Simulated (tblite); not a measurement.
Trichlorofluoroethylene, C2Cl3F.
Numbering: `[F:1][C:2]([Cl:3])=[C:4]([Cl:5])[Cl:6]`

Computed with GFN2-xTB (tblite), gas phase: L-BFGS steps from a force-field or distance-geometry start until the largest atomic force falls under 0.01 eV/Å.

Step 3: E = -615.7320 eV
```
atom  x, y, z in Å  |  force x, y, z in eV/Å
F1     -1.4208    0.0726    1.1099   -0.158  -0.018  -0.039
C2     -0.6848   -0.0970    0.0096   -0.099  -0.060  -0.070
Cl3    -1.5492   -0.6004   -1.3715   -0.045   0.014   0.040
C4      0.6304    0.1158    0.0465    0.174   0.008   0.028
Cl5     1.6360   -0.0964   -1.3134   -0.002  -0.011  -0.093
Cl6     1.3915    0.6074    1.4972    0.131   0.066   0.134
```

Step 4: E = -615.7342 eV
```
atom  x, y, z in Å  |  force x, y, z in eV/Å
F1     -1.4267    0.0713    1.1053   -0.068  -0.017  -0.071
C2     -0.6825   -0.0985    0.0070   -0.063  -0.008   0.079
Cl3    -1.5507   -0.5991   -1.3672   -0.053  -0.013  -0.049
C4      0.6342    0.1158    0.0485    0.038  -0.006   0.034
Cl5     1.6338   -0.0964   -1.3146    0.031  -0.011  -0.102
Cl6     1.3950    0.6089    1.4994    0.115   0.055   0.110
```

Step 5: E = -615.7357 eV
```
atom  x, y, z in Å  |  force x, y, z in eV/Å
F1     -1.4328    0.0699    1.1007   -0.007  -0.011  -0.069
C2     -0.6809   -0.0996    0.0063   -0.037   0.017   0.131
Cl3    -1.5530   -0.5984   -1.3650   -0.031  -0.021  -0.080
C4      0.6369    0.1155    0.0507   -0.015  -0.008   0.037
Cl5     1.6328   -0.0967   -1.3176    0.017  -0.003  -0.051
Cl6     1.4001    0.6113    1.5033    0.072   0.026   0.032
```

**Question.** Estimate the geometry and energy of step 6. (The exact step hangs on the optimiser's Hessian estimate; all steps are aligned on step 5, rigid shifts and turns removed.)

**Answer.** E = -615.7364 eV, largest force 0.078 eV/Å
```
atom  x, y, z in Å  |  force x, y, z in eV/Å
F1     -1.4366    0.0690    1.0974   -0.002  -0.002  -0.023
C2     -0.6803   -0.1001    0.0077   -0.008   0.013   0.077
Cl3    -1.5547   -0.5983   -1.3651    0.006  -0.012  -0.061
C4      0.6382    0.1153    0.0525   -0.027  -0.007   0.030
Cl5     1.6323   -0.0969   -1.3200   -0.010   0.004   0.002
Cl6     1.4041    0.6130    1.5059    0.041   0.004  -0.024
```

The energy changes by -0.0007 eV. The first-order estimate −F·Δx gives -0.0011 eV and the mean of the old and new forces, exact on a quadratic surface, -0.0007 eV. The step makes an angle of 52° with the force vector and moves no atom by more than 0.005 Å.

The cost below is that of the whole relaxation. The run took 0.15 s of wall time on an Arm Neoverse N1 with one thread, shared host with 64 logical CPUs at a one-minute load of 57.
